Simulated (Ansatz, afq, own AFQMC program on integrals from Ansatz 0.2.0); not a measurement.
CHO, doublet: AFQMC among the cluster methods

```xyz
3

O     0.0000   -0.1067    0.5392
C     0.0000    0.0813   -0.8077
H     0.0000    0.7248    1.0661
```

Connectivity, by distances: OH–C.

Basis cc-pVDZ. Only valence electrons are correlated. Ansatz 0.2.0 and our own AFQMC program on the same integrals; the CISD trial comes from CCSD amplitudes, and released means the phaseless constraint is let go. Free projection: walkers drawn from exp(T), propagated without any constraint. Its projection time is finite, and what remains of the start isn't in its error. Error bars are statistical, one sigma.

Determinant: UHF, the one that the program's search chose, which needn't be the lowest solution. The geometry is a point of a scan.

No full CI on the walks' own integrals is used here; CCSDT(Q) serves as the reference and is uncertain by about the last step of the cluster series.

* T1 diagnostic: 0.0235
* weight of the determinant in the CISD state: 0.892
* ⟨S²⟩ of the determinant: 0.761
* size of the correlated space: 11 electrons in 31 orbitals

```csv
level,correlation energy (eV)
MP2,-7.5161
CCSD,-8.0847
CCSD(T),-8.3292
```

Question: Estimate where phaseless AFQMC with a CISD trial lies against CCSD(T) on the same integrals.

Answer: 0.8 ± 1.7 kJ/mol below CCSD(T). The gap is under twice the noise, so this walk alone can't tell the two apart.

Reference: CCSDT(Q), correlation energy -8.375 eV. The released energy is read at 2.40 1/Eh (meV from the phaseless value at times in 1/Eh: -27 ± 18 at 0.24, -27 ± 13 at 0.51, -53 ± 17 at 0.99, -41 ± 19 at 1.62, -4 ± 23 at 2.40).

```tsv
level	E − E(reference) (kJ/mol)	share of correlation (%)
CCSD(T)	4.4	99.45
CCSDT	2.4	99.70
ph-AFQMC/HF	12.9 ± 8.6	98.40
ph-AFQMC/CISD	3.7 ± 1.7	99.55
released AFQMC	3.3 ± 2.2	99.60
free AFQMC	2.1 ± 2.0	99.74
```

Free projections are given only where their last times agree within the noise and don't stop above the reference; a slow remainder of the start can still hide under it. A walk keeps the symmetry of its determinant, which the program's search chose and which needn't be the lowest solution, so a lower state of the same spin and another symmetry isn't excluded. Released energies are given only where the last usable release times agree within the noise; a slower fall can still hide under it.
